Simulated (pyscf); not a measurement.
## Four-centre exchange: H₆O₃Si₃ (SMILES O1[SiH2]O[SiH2]O[SiH2]1) + F–CH₂–F (SMILES FCF) → H₅FO₃Si₃ (SMILES F[SiH]1O[SiH2]O[SiH2]O1) + H₃C–F (SMILES CF)

Gas phase, singlet surface, charge 0. Bonds broken: Si1–H7, C14–F15. Bonds formed: Si1–F15, H7–C14. Structures and frequencies: ωB97X-D3(BJ)/def2-SVP in PySCF.

Transition state (Å):

```xyz
17

Si    -0.3405     0.7131    -0.7913
O     -1.4109    -0.6210    -0.5957
Si    -2.0481    -1.2601     0.7808
O     -2.5718     0.0226     1.7168
Si    -2.3118     1.6203     1.3361
O     -0.9214     1.7288     0.4293
H      0.8182    -0.1301    -0.1278
H     -0.6967     0.9803    -2.2008
H     -3.1898    -2.1491     0.4556
H     -1.0142    -2.0029     1.5604
H     -3.4654     2.1559     0.5673
H     -2.1048     2.3881     2.5895
F      3.0836     1.6326     0.2426
C      2.0313     0.9930     0.6277
F      1.1190     1.7443    -0.9961
H      2.2804    -0.0399     0.8864
H      1.2825     1.5552     1.1940
```

One imaginary mode, 790i cm⁻¹; descent along it reached the two sides named.

| bond | change | reactant side (Å) | saddle | product side |
|---|---|---|---|---|
| Si1–H7 | breaks | 1.480 | 1.579 | 3.2 |
| C14–F15 | breaks | 1.362 | 2.008 | 3.6 |
| Si1–F15 | forms | 2.9 | 1.799 | 1.619 |
| H7–C14 | forms | 3.4 | 1.818 | 1.102 |

Electronic energies relative to the separated reactants (kcal/mol):

```json
[
 {"level": "ωB97X-D3(BJ)/def2-TZVP", "barrier": "67.6", "reaction energy": "-49.1", "reverse barrier": "116.7"},
 {"level": "PBE/def2-TZVP", "barrier": "58.6", "reaction energy": "-47.3", "reverse barrier": "105.9"},
 {"level": "r²SCAN/def2-TZVP", "barrier": "60.5", "reaction energy": "-49.9", "reverse barrier": "110.4"},
 {"level": "B3LYP-D3(BJ)/def2-TZVP", "barrier": "64.3", "reaction energy": "-49.7", "reverse barrier": "113.9"},
 {"level": "PBE0-D3(BJ)/def2-TZVP", "barrier": "64.9", "reaction energy": "-48.3", "reverse barrier": "113.2"},
 {"level": "M06-2X/def2-TZVP", "barrier": "70.1", "reaction energy": "-51.0", "reverse barrier": "121.1"},
 {"level": "ωB97M-D3(BJ)/def2-TZVP", "barrier": "65.8", "reaction energy": "-50.1", "reverse barrier": "115.9"},
 {"level": "HF/def2-TZVP", "barrier": "91.1", "reaction energy": "-49.7", "reverse barrier": "140.8"}
]
```

With ωB97M-D3(BJ)/def2-TZVP energies and thermal terms (ideal gas, 1 atm, RRHO with modes under 100 cm⁻¹ raised to 100, one conformer, R ln 2 for rigid chiral ones), in kcal/mol:

```
T (K)   ΔH‡    ΔG‡     ΔH     ΔG
-----  ----  -----  -----  -----
298    64.8   76.1  -49.0  -49.4
600    65.8   87.2  -48.9  -49.8
900    66.7   97.7  -48.9  -50.3
1200   67.5  107.9  -49.0  -50.8
```

From the product side, •H₂C–F + H• + cyclic H₅FO₃Si₃ (SMILES F[SiH]1O[SiH2]O[SiH2]O1) lies, by one bond made or cut, 8.3 kcal/mol under this saddle at ωB97M-D3(BJ). One saddle was located; it need not be the lowest between these sides.
